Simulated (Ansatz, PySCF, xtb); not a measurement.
Protons, H atoms and electrons added to or taken from CC#C. Isolated molecules, 0 K electronic values unless said otherwise. Strings in code marks are SMILES.

Quantity: gas-phase deprotonation enthalpy at 298 K, in kcal/mol. Enthalpy corrections at 298 K come from GFN2-xTB frequencies (xtb). Levels without diffuse functions put anions too high.

Level 1: frozen-core MP2/6-31G* // PBE0-D3(BJ)/def2-TZVPD (PySCF)
Level 2: HF/6-31G* // PBE0-D3(BJ)/def2-TZVPD (PySCF)
Level 3: HF/STO-3G // PBE0-D3(BJ)/def2-TZVPD (PySCF)
Level 4: HF/aug-cc-pVTZ // PBE0-D3(BJ)/def2-TZVPD (Ansatz, a first-principles code)

| species | level 1 | level 2 | level 3 | level 4 |
|---|---|---|---|---|
| proton removed from C1: `[C-]#CC` | 400.0 | 399.9 | 491.2 | 386.6 |
| proton removed from C3: `C#C[CH2-]` (not the most acidic site) | 403.3 | 405.2 | 504.0 | 391.1 |
